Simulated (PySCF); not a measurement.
## Working with the constants of OF

PBE0 constants of OF, ²Π (doublet), unpaired electrons π ↑ (O def2-TZVP, F def2-TZVP; no relativity (PySCF 2.14); masses 15.9949 and 18.9984 u):

* ωe: 1168.7 cm⁻¹
* ωexe: 7.65 cm⁻¹
* Be: 1.0969 cm⁻¹
* αe: 0.0110 cm⁻¹
* D (centrifugal): 3.86e-06 cm⁻¹
* De to O + F: 2.36 eV

Question: Give the vibrational terms G(v) and spacings up to v = 6.

Answer: G(v) = ωe(v+½) − ωexe(v+½)².

| v | G(v) (cm⁻¹) | G(v) − G(v−1) | Bv (cm⁻¹) |
| --- | --- | --- | --- |
| 0 | 582 |  | 1.091 |
| 1 | 1736 | 1153 | 1.080 |
| 2 | 2874 | 1138 | 1.069 |
| 3 | 3997 | 1123 | 1.058 |
| 4 | 5104 | 1108 | 1.047 |
| 5 | 6196 | 1092 | 1.036 |
| 6 | 7273 | 1077 | 1.025 |

The state was picked by a PBE0 search and need not be the measured ground state.
